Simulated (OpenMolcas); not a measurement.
Worked example: vertical ionisation energy of CH5NSi (SMILES C[Si]N)

CH5NSi has 8 atoms, charge 0, and is taken as a singlet. SMILES: `C[Si]N`. Geometry: relaxed at PBE0-D4/def2-TZVP. This is one conformer, not always the lowest.

Both states at this one shape; open shells run unrestricted unless said. 1 Eh = 27.2114 eV.

| level | program | singlet CH5NSi (Eh) | doublet CH5NSi+ (Eh) | HOMO of the first (eV) |
| --- | --- | --- | --- | --- |
| HF/3-21G | OpenMolcas | -382.120939 | -381.850229 | -8.27 |
| TPSS/def2-SVPD | OpenMolcas | -385.236524 | -384.938137 | -5.11 |
| r2SCAN/def2-SVPD | OpenMolcas | -385.112327 | -384.814998 | -5.18 |

Q: Work out the vertical ionisation energy at each level.

A: 
1. HF/3-21G: -381.850229 − (-382.120939) = 0.270710 Eh = 7.37 eV; −ε(HOMO) = 8.27 eV.
2. TPSS/def2-SVPD: -384.938137 − (-385.236524) = 0.298387 Eh = 8.12 eV; −ε(HOMO) = 5.11 eV.
3. r2SCAN/def2-SVPD: -384.814998 − (-385.112327) = 0.297329 Eh = 8.09 eV; −ε(HOMO) = 5.18 eV.

No measured value is set beside it here; the levels span 7.37 to 8.12 eV. In Hartree–Fock, −ε(HOMO) (Koopmans) exceeds the difference of totals by the orbital relaxation of the ion. In semi-local functionals −ε(HOMO) lies far under the ionisation energy, a result of self-interaction. Hartree–Fock favours the state with fewer electron pairs, since it lacks pair correlation.
